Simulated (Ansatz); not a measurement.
Input file:

```yaml
crystal:
  periodic: [false, false, false]
  atoms:
    - {symbol: B, position_ang: [0.000000, -0.155576, 0.000000]}
    - {symbol: H, position_ang: [0.000000, 0.834343, -0.662693]}
    - {symbol: H, position_ang: [0.000000, 0.834343, 0.662693]}
basis:
  gaussian: {orbitals: aug-cc-pVDZ}
magnetization: {spin_polarized: true, initial_magnetization: 1}
hamiltonian: {xc: {name: B2PLYP}}
correlation: {electrons: outside_noble_gas}
```

```sh
$ ansatz run in.yaml --threads 1 --pin off --events-out ev --progress --plain --max-ram 2393MiB
```

The program prints:

```
397 factors; integrals over basis functions are off by at most 1.0e-3 eV
mean field evaluation 1: about -701.3970 eV, gradient 7.7e0 eV
mean field evaluation 2: about -701.3950 eV, gradient 7.7e0 eV
mean field evaluation 4: about -701.9826 eV, gradient 6.6e-1 eV
mean field evaluation 8: about -701.9927 eV, gradient 3.1e-2 eV
mean field evaluation 16: about -701.9927 eV, gradient 1.3e-6 eV
mean field -701.99268186 eV, -25.7977552307 hartree, gradient 1.3e-6 eV, S^2 0.754348; 0 other end points of the search recorded, 0 dependent functions left out
1 core orbitals not correlated: weight in the atoms' cores, before any rotation towards them, 1.000 or more for the frozen orbitals, at most 0.000 for the correlated occupied ones
reference -701.99281642 eV, -25.7977601757 hartree; 3, 2 occupied and 37, 38 virtual orbitals, 397 factors
second order -2.46364088 eV of doubles, -0.00000000 eV of singles
Total energy: -702.65799946 eV, -25.8222052015 hartree
```

Ran on 1 thread of Arm Neoverse V1, shared host: 0.69 s wall, 0.08 GiB peak host memory.
